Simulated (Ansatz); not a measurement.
This geometry of CH5Si2 (8 atoms, charge -1, multiplicity 1) is a first-order saddle point.

All numbers below come from Ansatz, RKS B3LYP-D4/def2-SVP.

```xyz
8
Properties=species:S:1:pos:R:3
Si -1.024 1.605 -0.986
C -0.366 -0.009 -0.588
Si 0.649 -0.369 0.888
H -1.765 1.236 -2.319
H -0.544 -0.887 -1.228
H 0.019 -0.117 2.243
H 1.969 0.367 1.019
H 1.063 -1.827 0.970
```

Question: Which two structures does it join? (They come from a converged band through this point; their orientation in space is the band's.)

Answer: No bond is made or broken. The dihedral Si1–C2–Si3–H7 goes from -121 to 0°. The two ends are copies of one structure, up to a mirror image or an exchange of like atoms.

Image 0:

```xyz
8
Properties=species:S:1:pos:R:3
Si -1.570 1.235 -0.686
C -0.220 0.061 -0.655
Si 0.649 -0.395 0.877
H -1.868 1.206 -2.229
H 0.140 -0.437 -1.570
H 0.107 0.323 2.084
H 2.147 -0.126 0.914
H 0.615 -1.867 1.264
```

Image 8:

```xyz
8
Properties=species:S:1:pos:R:3
Si -0.339 1.456 -1.493
C -0.523 0.009 -0.456
Si 0.645 -0.396 0.879
H -1.603 1.249 -2.405
H -1.357 -0.701 -0.585
H 0.063 -0.493 2.283
H 1.756 0.612 1.002
H 1.358 -1.737 0.774
```

Question: How far does it lie above each of them?

Answer: 0.091 eV above the first and 0.091 eV above the second. This is the barrier of this one path; another mechanism may lie lower. Limits of this set-up: an anion without diffuse functions, the dipole of an ion depends on the origin.

Run time: 97 s on 1 thread of Intel(R) Xeon(R) 6975P-C (Granite Rapids) (shared host), peak memory 0.15 GiB.
